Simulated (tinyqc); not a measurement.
Worked calculation (part 2 of 2): RHF in the sto-3g basis, for H2F+, spin multiplicity 1. Computed by tinyqc, a small Python program that keeps every step (integrals from PySCF). Command: `OMP_NUM_THREADS=1 python tinyqc.py 20046 20047 out.jsonl` (the two numbers bound the seeds that draw the settings). One thread of a shared host (Intel(R) Xeon(R) Processor @ 2.60GHz), about 0.1 s of CPU time with the checks.

Geometry (angstrom):
```
atom         x          y         z
F     0.000000   0.000000  0.000000
H     0.000000   0.741000  0.483000
H     0.000000  -0.734000  0.479000
```

## Iteration 8 (converged): orbitals

converged F (hartree), order 1F 1s, 1F 2s, 1F 2px, 1F 2py, 1F 2pz, 2H 1s, 3H 1s:
```
[[-26.662555, -6.801613, 0.000000, 0.000243, -0.026186, -1.547525, -1.576902],
 [-6.801613, -3.715715, 0.000000, 0.002505, -0.159225, -1.492908, -1.513107],
 [0.000000, 0.000000, -1.092138, 0.000000, 0.000000, 0.000000, 0.000000],
 [0.000243, 0.002505, 0.000000, -1.112099, 0.001674, -0.603425, 0.607731],
 [-0.026186, -0.159225, 0.000000, 0.001674, -1.102887, -0.464261, -0.467774],
 [-1.547525, -1.492908, 0.000000, -0.603425, -0.464261, -1.047746, -0.567633],
 [-1.576902, -1.513107, 0.000000, 0.607731, -0.467774, -0.567633, -1.062241]]
```

X, order 1F 1s, 1F 2s, 1F 2px, 1F 2py, 1F 2pz, 2H 1s, 3H 1s:
```
[[1.024344, -0.142991, 0.000000, 0.000130, -0.007962, 0.020687, 0.020940],
 [-0.142991, 1.235043, 0.000000, -0.002077, 0.086930, -0.278770, -0.285187],
 [0.000000, 0.000000, 1.000000, 0.000000, 0.000000, 0.000000, 0.000000],
 [0.000130, -0.002077, 0.000000, 1.108881, -0.000726, -0.226213, 0.228835],
 [-0.007962, 0.086930, 0.000000, -0.000726, 1.035501, -0.114497, -0.116610],
 [0.020687, -0.278770, 0.000000, -0.226213, -0.114497, 1.194863, -0.111350],
 [0.020940, -0.285187, 0.000000, 0.228835, -0.116610, -0.111350, 1.200117]]
```

Diagonalise F' = X^T F X, C = X C', fill 5 alpha and 5 beta electrons from the bottom; D = 2 C_occ C_occ^T. Each column has its largest component positive (the first on a tie).

F' = X^T F X (hartree):
```
[[-26.176444, -3.451742, 0.000000, 0.000095, -0.042625, -0.248986, -0.257312],
 [-3.451742, -2.222867, 0.000000, -0.001132, 0.041763, -0.604833, -0.615462],
 [0.000000, 0.000000, -1.092138, 0.000000, 0.000000, 0.000000, 0.000000],
 [0.000095, -0.001132, 0.000000, -0.806767, 0.000178, -0.514101, 0.517708],
 [-0.042625, 0.041763, 0.000000, 0.000178, -0.996811, -0.302700, -0.306032],
 [-0.248986, -0.604833, 0.000000, -0.514101, -0.302700, -0.357420, -0.127958],
 [-0.257312, -0.615462, 0.000000, 0.517708, -0.306032, -0.127958, -0.355666]]
```

orbital energies (hartree): [-26.672631, -2.146901, -1.302453, -1.133327, -1.092138, 0.072092, 0.267245]

coefficients C, order 1F 1s, 1F 2s, 1F 2px, 1F 2py, 1F 2pz, 2H 1s, 3H 1s:
```
[[0.994473, -0.246946, -0.001224, 0.073559, 0.000000, -0.123586, 0.003646],
 [0.024737, 0.921297, 0.006472, -0.370969, 0.000000, 0.851184, -0.028426],
 [0.000000, 0.000000, 0.000000, 0.000000, 1.000000, 0.000000, 0.000000],
 [-0.000054, -0.002304, 0.736379, 0.004307, 0.000000, 0.020065, 0.889089],
 [0.003131, 0.141407, -0.004494, 0.889215, 0.000000, 0.543715, -0.015325],
 [-0.005160, 0.087141, 0.331437, 0.175779, 0.000000, -0.822278, -0.870636],
 [-0.005268, 0.088969, -0.332350, 0.171958, 0.000000, -0.783503, 0.915733]]
```

D after iteration 8, order 1F 1s, 1F 2s, 1F 2px, 1F 2py, 1F 2pz, 2H 1s, 3H 1s:
```
[[2.110742, -0.460412, 0.000000, -0.000139, 0.067219, -0.028253, -0.028308],
 [-0.460412, 1.974121, 0.000000, 0.002088, -0.399090, 0.034183, 0.031789],
 [0.000000, 0.000000, 2.000000, 0.000000, 0.000000, 0.000000, 0.000000],
 [-0.000139, 0.002088, 0.000000, 1.084555, 0.000389, 0.489240, -0.488398],
 [0.067219, -0.399090, 0.000000, 0.000389, 1.621460, 0.334245, 0.333932],
 [-0.028253, 0.034183, 0.000000, 0.489240, 0.334245, 0.296738, -0.144293],
 [-0.028308, 0.031789, 0.000000, -0.488398, 0.333932, -0.144293, 0.295938]]
```

## Convergence

Stop when the energy changes by less than 1e-09 hartree and every element of the error matrix X^T (F D S - S D F) X is below 9e-06.

Course of the cycle:
```
iteration   E (hartree)     change  largest element of the error matrix
1          -94.35714185          -                             1.52e+00
2          -98.77430857  -4.42e+00                             2.69e-01
3          -98.84028427  -6.60e-02                             1.90e-02
4          -98.84083453  -5.50e-04                             5.11e-03
5          -98.84085501  -2.05e-05                             8.54e-05
6          -98.84085502  -1.08e-08                             2.34e-05
7          -98.84085502  -1.14e-09                             3.49e-07
8          -98.84085502  -9.95e-14                             4.39e-08
```

PySCF RHF in the same basis = -98.84085502 hartree

Converged in 8 iterations.

## Populations, bond orders and dipole

overlap S, order 1F 1s, 1F 2s, 1F 2px, 1F 2py, 1F 2pz, 2H 1s, 3H 1s:
```
[[1.000000, 0.237990, 0.000000, 0.000000, 0.000000, 0.053430, 0.054451],
 [0.237990, 1.000000, 0.000000, 0.000000, 0.000000, 0.470954, 0.476509],
 [0.000000, 0.000000, 1.000000, 0.000000, 0.000000, 0.000000, 0.000000],
 [0.000000, 0.000000, 0.000000, 1.000000, 0.000000, 0.301757, -0.303862],
 [0.000000, 0.000000, 0.000000, 0.000000, 1.000000, 0.196692, 0.198297],
 [0.053430, 0.470954, 0.000000, 0.301757, 0.196692, 1.000000, 0.266107],
 [0.054451, 0.476509, 0.000000, -0.303862, 0.198297, 0.266107, 1.000000]]
```

Mulliken: Z minus the diagonal of D S on the atom; Loewdin: the same with S^(1/2) D S^(1/2); Mayer order: 2 sum_s sum (D(s) S)_ij (D(s) S)_ji over the two atoms.

Charges (e):
```
atom   Mulliken   Loewdin
1F    -0.027924  0.189188
2H     0.513695  0.406464
3H     0.514229  0.404349
```

Mayer bond orders:
```
pair     order
2-1   0.718330
3-1   0.717781
3-2   0.017787
```

dipole moment about the origin, x y z (debye): [0.000000, 0.018858, 2.733946]
